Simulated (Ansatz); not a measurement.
**Worked example: the barrier**

An elementary step of CH$_{6}$FSi, doublet (SiH₃F ([F][SiH3]) + CH₃ → CH₃F ([CH3][F]) + SiH₃; bonds formed: F1–C3; bonds broken: F1–Si2). “Start” is the structure reached by relaxing down from the saddle towards the reactants; PBE0-D4/def2-TZVP structures. The saddle:

```
9
angstrom
F -0.5068 0.0075 0.0055
Si 0.6896 -0.5093 1.5089
C -0.8420 0.5173 -1.5301
H 0.4015 -0.9808 2.8980
H 1.4728 0.7488 1.5783
H 1.4598 -1.5560 0.7933
H -0.1631 1.3498 -1.6633
H -0.6226 -0.3585 -2.1267
H -1.8891 0.7813 -1.4637
```

Computed with Ansatz 0.2.0 (basis: def2-TZVPP and def2-QZVPP); correlated methods freeze the cores; orbitals are unrestricted.

Energies in eV:

| quantity | saddle | start |
| --- | --- | --- |
| Hartree–Fock, triple zeta (X = 3) | -11691.96777 | -11695.72141 |
| Hartree–Fock, quadruple zeta (X = 4) | -11692.40773 | -11696.17136 |
| MP2 correlation, X = 3 | -15.60843 | -14.76614 |
| MP2 correlation, X = 4 | -16.84741 | -15.99123 |
| CCSD(T) correlation, X = 3 | -17.28221 | -16.34144 |

Work out the barrier at the basis limit: extrapolate Hartree–Fock as E(X) = E∞ + A exp(−7.88 √X) and the MP2 correlation as E(X) = E∞ + B X^−2.97 (the exponents that Neese and Valeev fitted for def2-TZVPP and QZVPP), then add CCSD(T) − MP2 in triple zeta.

Each step is linear, so take the differences first (saddle − start): Hartree–Fock 3.75364 (X = 3) and 3.76363 (X = 4); MP2 correlation -0.84229 and -0.85618; CCSD(T) correlation -0.94077.
Two points give E∞ = E(4) + w [E(4) − E(3)], with w = 1/(exp(7.88 (2 − √3)) − 1) = 0.1377 for Hartree–Fock and w = 1/((4/3)^2.97 − 1) = 0.7407 for the correlation.
Hartree–Fock: 3.76363 + 0.1377 × 0.00999 = 3.7650 eV.
MP2 correlation: -0.85618 + 0.7407 × (-0.01389) = -0.8665 eV.
CCSD(T) − MP2: -0.94077 − (-0.84229) = -0.0985 eV.
Sum: 3.7650 + (-0.8665) + (-0.0985) = 2.8000 eV, or 64.57 kcal/mol. Plain CCSD(T) in triple zeta gives 2.8129 eV, so the larger basis shifts the result by -0.0129 eV.

T1 diagnostic: at most 0.025. ⟨S²⟩ of the unrestricted Hartree–Fock references: 0.75 to 0.78 (a pure state has 0.75).

Radical steps of this kind take place in plasma deposition and etching.

Labels in which every atom is bracketed show which atoms are joined, not bond orders.

For scale, one of the runs: CCSD(T)/def2-TZVPP, 188 basis functions, launched by `ansatz run in.yaml --threads 4 --pin off --events-out ev --progress --plain --max-ram 9574MiB`. Time: 120 s of wall clock on 4 CPU threads of an Intel Xeon; the host was shared. Peak host memory: 5 GiB.
